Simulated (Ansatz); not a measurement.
Ansatz (a first-principles code) input (CCSD(T)/aug-cc-pVDZ):

Ansatz 0.2 input:
```yaml
crystal:
  periodic: [false, false, false]
  atoms:
    - {symbol: C, position_ang: [-0.00903452, -0.16590223, -1.17724503]}
    - {symbol: C, position_ang: [0.00142313, 0.02613312, 0.18544107]}
    - {symbol: N, position_ang: [0.01028281, 0.18882474, 1.33990349]}
    - {symbol: H, position_ang: [0.92041918, -0.21588433, -1.72503587]}
    - {symbol: H, position_ang: [-0.94673049, -0.26727414, -1.70346476]}
basis:
  gaussian:
    orbitals: aug-cc-pVDZ
magnetization: {spin_polarized: true, initial_magnetization: 1}
correlation: {method: ccsd_t, electrons: outside_noble_gas}
output: {forces: true}
```

Output:

```
Functional definition: HF
integrals: 0.14 GiB planned
877 factors; integrals over basis functions are off by at most 1.3e-3 eV
mean field: 0.24 GiB planned
mean field evaluation 1: about -3570.8615 eV, gradient 2.0e1 eV
mean field evaluation 2: about -3570.8735 eV, gradient 2.0e1 eV
mean field evaluation 4: about -3573.2586 eV, gradient 3.7e0 eV
mean field evaluation 8: about -3573.4532 eV, gradient 6.1e-1 eV
mean field evaluation 16: about -3573.4884 eV, gradient 6.0e-5 eV
mean field -3573.48844962 eV, -131.3232783261 hartree, gradient 1.9e-6 eV, S^2 0.931677; 0 other end points of the search recorded, 0 dependent functions left out
3 core orbitals not correlated
reference -3573.48844962 eV, -131.3232783261 hartree; 8, 7 occupied and 76, 77 virtual orbitals, 877 factors
densities: 0.85 GiB planned
second order -10.46218619 eV of doubles, -0.00000000 eV of singles
coupled cluster: 0.55 GiB planned
cycle   1  -10.78808498 eV  change   -3.3e-1 eV  update   1.0e-1
cycle   2  -11.23728703 eV  change   -4.5e-1 eV  update   4.2e-2
cycle   3  -11.41492738 eV  change   -1.8e-1 eV  update   2.8e-2
cycle   4  -11.42850073 eV  change   -1.4e-2 eV  update   1.1e-2
cycle   5  -11.43023255 eV  change   -1.7e-3 eV  update   3.7e-3
cycle   6  -11.43098696 eV  change   -7.5e-4 eV  update   1.7e-3
cycle   7  -11.43165172 eV  change   -6.6e-4 eV  update   7.2e-4
cycle   8  -11.43172295 eV  change   -7.1e-5 eV  update   3.9e-4
cycle   9  -11.43165887 eV  change    6.4e-5 eV  update   1.9e-4
cycle  10  -11.43167045 eV  change   -1.2e-5 eV  update   8.1e-5
cycle  11  -11.43169809 eV  change   -2.8e-5 eV  update   3.6e-5
cycle  12  -11.43169493 eV  change    3.2e-6 eV  update   1.5e-5
cycle  13  -11.43169749 eV  change   -2.6e-6 eV  update   5.9e-6
cycle  14  -11.43169454 eV  change    2.9e-6 eV  update   2.3e-6
cycle  15  -11.43169299 eV  change    1.6e-6 eV  update   8.1e-7
coupled cluster: 0.56 GiB planned
perturbative correction -0.47574432 eV, -0.0174832811 hartree
the calculation of the forces begins
mean field evaluation 32: about -3573.4884 eV, gradient 1.9e-6 eV
Total energy: -3585.39588693 eV, -131.7608685760 hartree
Atom 0 at    -0.009035    -0.165902    -1.177245 Å, force    -0.008893    -0.163303    -1.158801 eV/Å
Atom 1 at     0.001423     0.026133     0.185441 Å, force    -0.007767    -0.142624    -1.012061 eV/Å
Atom 2 at     0.010283     0.188825     1.339903 Å, force     0.020310     0.372947     2.646437 eV/Å
Atom 3 at     0.920419    -0.215884    -1.725036 Å, force     0.409283    -0.022195    -0.242537 eV/Å
Atom 4 at    -0.946730    -0.267274    -1.703465 Å, force    -0.412932    -0.044825    -0.233038 eV/Å
Dipole moment:    -0.005452    -0.100109    -0.710372 e Å
```

It need not be the lowest isomer of its formula.

The determinant is spin-contaminated: <S^2> is 0.93 against 0.75 for a pure state.
